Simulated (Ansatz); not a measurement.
ClH: a test of scalar relativity, run with Ansatz's Python interface.

The script, `run_x2c.py`:
```python
"""ClH with and without the spin-free two-component Hamiltonian."""

import ansatz
import numpy as np

geometry_ang = [
    ("H", (0.0, 0.0, 0.0)),
    ("Cl", (0.0, 0.0, 1.29)),
]
molecule = ansatz.Crystal.molecule()
for symbol, xyz in geometry_ang:
    molecule = molecule.atom(symbol, xyz)

calculation = molecule.calculation().functional("HF").forces()
# a set contracted for a scalar-relativistic Hamiltonian goes with the relativistic run
sets = {"none": "cc-pVTZ", "scalar": "cc-pVTZ-DK"}
found = {kind: calculation.basis(gaussian=basis).pseudopotentials(relativity=kind).run(threads=1, pin="off").report for kind, basis in sets.items()}
for kind, each in found.items():
    dipole = 4.803205 * np.linalg.norm(each["charge_distribution"]["dipole_moment_e_ang"])
    print(f"{kind:7s} E = {each['free_energy_ev']:.4f} eV  dipole {dipole:.3f} D  largest force component {np.abs(each['forces_ev_ang']).max():.4f} eV/A")
print(f"relativity lowers the total energy by {found['none']['free_energy_ev'] - found['scalar']['free_energy_ev']:.3f} eV")
```

What does scalar relativity change in the total energy and in the dipole?

The total moves by -38.3 eV, nearly all in the cores, and the dipole from 1.29 to 1.27 D.

What the script printed:

```console
$ python run_x2c.py
none    E = -12520.1362 eV  dipole 1.285 D  largest force component 0.7589 eV/A
scalar  E = -12558.4726 eV  dipole 1.272 D  largest force component 0.7632 eV/A
relativity lowers the total energy by 38.336 eV
```

Notes:
- Total energies depend on the basis set; only differences at equal settings carry meaning.
- The geometry is a force-field or estimated start, not a minimum of this method. The basis set changes with the Hamiltonian (a set recontracted for scalar relativity), and most of the change in the total lies in the cores.
- Run time: 0.6 s on 1 thread of Arm Neoverse V2 (shared host), peak memory 0.15 GiB.
